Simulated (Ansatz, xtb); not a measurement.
Two isomers of CH6NS+

Structure a: `CS[NH3+]`, a singlet. Structure b: `[NH3+]CS`, a singlet. Both are isolated ions in the gas phase, relaxed with PBE0-D3(BJ)/def2-SVP; the shapes shown needn't be the lowest conformers.

a (Å):

```tsv
atom	x (Å)	y (Å)	z (Å)
C	-0.1882	-0.2397	1.4129
N	-0.0608	1.7253	-0.4903
S	0.4061	-0.0099	-0.2598
H	0.0684	-1.2926	1.6199
H	0.3470	0.3869	2.1410
H	-1.2802	-0.1375	1.4908
H	0.2272	2.0073	-1.4389
H	-1.0785	1.8740	-0.4202
H	0.4123	2.3543	0.1753
```

b (Å):

```xyz
9

C     0.3432    0.6494    0.0352
N    -0.8094    0.1731    0.8930
S     1.1510    2.0861    0.7239
H    -1.2167   -0.7106    0.5520
H    -1.5633    0.8727    0.9306
H    -0.4980    0.0289    1.8645
H     1.0726   -0.1722    0.0067
H    -0.0468    0.8105   -0.9787
H     0.3321    3.0090    0.1702
```

Quicker runs give these differences E(b) − E(a): GFN2-xTB −0.258 eV; HF/STO-3G +0.310 eV (at GFN2-xTB geometries); r2SCAN-D4/def2-SVP −0.421 eV (at GFN2-xTB geometries).

Task: Estimate E(b) − E(a) at the level CCSD(T)/def2-TZVP.

Result: Calculated at CCSD(T)/def2-TZVP: E(b) − E(a) = −0.495 eV, so structure b lies lower.

The same difference at several levels:

| level | geometry | E(b) − E(a) (eV) | departure from the last row (eV) | job, with rough time for the two |
| --- | --- | --- | --- | --- |
| GFN2-xTB | GFN2-xTB | −0.258 | +0.237 | optimisation, 0.24 s |
| HF/STO-3G | GFN2-xTB | +0.310 | +0.805 | single point, 0.83 s |
| r2SCAN-D4/def2-SVP | GFN2-xTB | −0.421 | +0.074 | single point, 7.8 s |
| PBE0-D3(BJ)/def2-SVP | PBE0-D3(BJ)/def2-SVP | −0.629 | −0.134 | optimisation, 1.8 min |
| HF/def2-TZVP | PBE0-D3(BJ)/def2-SVP | −0.530 | −0.035 | part of the CCSD(T) run |
| MP2/def2-TZVP | PBE0-D3(BJ)/def2-SVP | −0.518 | −0.023 | part of the CCSD(T) run |
| CCSD(T)/def2-TZVP | PBE0-D3(BJ)/def2-SVP | −0.495 |  | single point, 47 s |

As drawn, b has 1 C–N, 1 S–H in place of 1 N–S, 1 C–H.

HF/STO-3G puts the two in the other order. The largest departure from CCSD(T)/def2-TZVP is that of HF/STO-3G, 0.805 eV.

With harmonic frequencies from PBE0-D3(BJ)/def2-SVP (ideal gas, rigid rotor, one conformer each, 298.15 K, 1 atm): on the last row, ΔE + ΔZPE = −0.483, ΔH = −0.494, ΔG = −0.469 eV.

The correlated steps freeze 7 core orbitals. Mirror images aren't counted in ΔG. Programs: Ansatz 0.2.0, xtb 6.7.1; the last row on 1 thread of AMD EPYC (Zen 3) on a shared host.
